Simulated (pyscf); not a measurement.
H₃Si–PH₂ + H₂ -> PH₃ + SiH₄, a four-centre exchange (singlet surface; P–Si, H–H broken, H–P, H–Si formed). PySCF, gas phase, ωB97X-D3(BJ)/def2-SVP geometries. Energies in kJ/mol from the separated reactants.

AM1 to PM7: differences of heats of formation from MOPAC, which are fitted to 298 K values and so differ in kind from electronic energies by zero-point and thermal terms. 

In single points PM3 puts the saddle at 340.8 kJ/mol and the reaction energy at +78.4 kJ/mol. Should these be trusted to within a few kcal/mol? Compare with ωB97M-D3(BJ)/def2-TZVP.

ωB97M-D3(BJ)/def2-TZVP gives ΔE‡ = 289.4 kJ/mol and ΔE = -6.0 kJ/mol. PM3 lies 51.3 kJ/mol over it in the barrier and 84.4 kJ/mol over it in the reaction energy, so on this step it does not hold to within 12.6 kJ/mol. ωB97M-D3(BJ)/def2-TZVP has limits of its own. This is the saddle that the search found; another between the same sides may lie lower.
